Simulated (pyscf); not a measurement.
Thermochemistry of product channels of `[OH][Sn][OH]` [singlet] + `[OH]` [doublet] on the doublet surface, in kcal/mol, from ωB97M-D3(BJ)/def2-TZVP energies (ideal gas, 1 atm, RRHO with modes under 100 cm⁻¹ raised to 100, one conformer, R ln 2 for chiral ones without a mode under 150 cm⁻¹). PySCF, gas phase, ωB97X-D3(BJ)/def2-SVP geometries.

```json
[
 {"products": "`[OH][Sn]([OH])[OH]` [doublet]", "ΔE": "-43.0", "ΔH(298 K)": "-40.9", "ΔG(298 K)": "-32.5", "ΔG(600 K)": "(withheld)"},
 {"products": "`[O]=[Sn]=[O]` + `[OH2]` + `[H]` [doublet]", "ΔE": "+98.2", "ΔH(298 K)": "+94.4", "ΔG(298 K)": "+88.1", "ΔG(600 K)": "+81.7"},
 {"products": "`[O][SnH]([OH])[OH]` [doublet]", "ΔE": "+4.7", "ΔH(298 K)": "+4.6", "ΔG(298 K)": "+13.1", "ΔG(600 K)": "+21.8"},
 {"products": "`[O]=[Sn][OH]` [doublet] + `[OH2]`", "ΔE": "-0.5", "ΔH(298 K)": "+0.6", "ΔG(298 K)": "-0.5", "ΔG(600 K)": "-1.5"},
 {"products": "`[O]=[Sn]([OH])[OH]` + `[H]` [doublet]", "ΔE": "+50.9", "ΔH(298 K)": "+48.0", "ΔG(298 K)": "+50.1", "ΔG(600 K)": "+52.1"}
]
```

### Question
Complete the blanks.

### Answer

- `[OH][Sn]([OH])[OH]` [doublet], ΔG(600 K): -24.2

These are energies of the channels, which say nothing of barriers. Left out: orbital degeneracy and the spin-orbit lowering of OH. Elements past Kr carry the def2 core potentials, without spin-orbit coupling.
